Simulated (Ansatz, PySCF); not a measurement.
Molecule: propane, C$_{3}$H$_{8}$ (charge 0, singlet). 
Coordinates optimised at B3LYP-D3(BJ)/def2-TZVP (Ansatz, a first-principles code):
```xyz
11

C     -0.0014    -0.0033     0.5859
C      0.0027     1.2725    -0.2521
C     -0.0014    -1.2696    -0.2666
H     -0.8774    -0.0057     1.2413
H      0.8715    -0.0085     1.2455
H      0.0026     2.1656     0.3757
H     -0.0044    -2.1698     0.3510
H      0.8856     1.3165    -0.8947
H     -0.8771     1.3193    -0.8989
H     -0.8813    -1.3061    -0.9138
H      0.8814    -1.3090    -0.9097
```
Charge 0, spin multiplicity 1.

Wanted: atomisation energy (electronic, to ground-state atoms), in eV. Cores are frozen in the correlated levels unless marked. Open shells are spin-unrestricted. Spin-orbit coupling is left out. No relativistic terms. The coupled-cluster limit lacks core correlation, which all-electron functionals hold. CBS(X,Y): correlation extrapolated as X^-3; Hartree-Fock from the larger set. [CCSD(T)-MP2]/basis is that difference in the basis named.

```json
[
 {"level": "HF-D3(BJ)/def2-TZVPD", "program": "PySCF + dftd3", "atomisation energy (eV)": "34.90"},
 {"level": "PBE0-D3(BJ)/def2-TZVPD", "program": "Ansatz + dftd3", "atomisation energy (eV)": "43.79"},
 {"level": "PBE0/def2-TZVPD", "program": "Ansatz", "atomisation energy (eV)": "43.65"},
 {"level": "PBE0/def2-QZVPP", "program": "Ansatz", "atomisation energy (eV)": "___"},
 {"level": "BHLYP-D3(BJ)/def2-TZVPD", "program": "Ansatz + dftd3", "atomisation energy (eV)": "___"},
 {"level": "r2SCANh/def2-TZVPD", "program": "Ansatz", "atomisation energy (eV)": "___"},
 {"level": "RI-MP2/CBS(cc-pVTZ,cc-pVQZ)+[CCSD(T)-MP2]/cc-pVTZ", "program": "Ansatz", "atomisation energy (eV)": "43.67"}
]
```

Problem. What belongs in the gaps?

Solution. 
- PBE0/def2-QZVPP, atomisation energy (eV): 43.71
- BHLYP-D3(BJ)/def2-TZVPD, atomisation energy (eV): 42.93
- r2SCANh/def2-TZVPD, atomisation energy (eV): 43.47
